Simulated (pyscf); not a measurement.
H₂N–SiH(NH₂)–NH₂ (SMILES N[SiH](N)N) + HF (SMILES F) → H₂N–Si(NH₂)(NH₂)–F (SMILES N[Si](N)(N)F) + H₂ (SMILES [H][H]) (four-centre exchange; singlet surface; H–Si, F–H broken, F–Si, H–H formed). Optimised with ωB97X-D3(BJ)/def2-SVP in PySCF. Rate constants from transition-state theory, ωB97M-D3(BJ)/def2-TZVP energies (ideal gas, 1 atm, RRHO with modes under 100 cm⁻¹ raised to 100, one conformer, R ln 2 for rigid chiral ones; no tunnelling), k in cm³ molecule⁻¹ s⁻¹.

| T (K) | 1000/T | log10 k |
|---|---|---|
| 298 | 3.354 | -27.56 |
| 600 | 1.667 | ? |
| 900 | 1.111 | -18.14 |
| 1200 | 0.833 | -16.83 |

Question: Fit an Arrhenius line to the three values, give the activation energy, and predict k at 600 K.

Answer: Least squares gives log10 k = -13.36 − 4.23 × 1000/T, so Ea = 4.23 × ln 10 × 1.987 = 19.4 kcal/mol, against an electronic barrier of 18.5. At 600 K the line gives -20.41; the computed value is -20.56 (ΔG‡ = 40.0 kcal/mol), a factor 1.4 under the line, since the plot is curved. On the reactant side the descent ends in a complex, 4.8 kcal/mol under the separated species and 23.8 kcal/mol under the saddle at ωB97X-D3(BJ)/def2-TZVP. One saddle was located; it need not be the lowest between these sides.
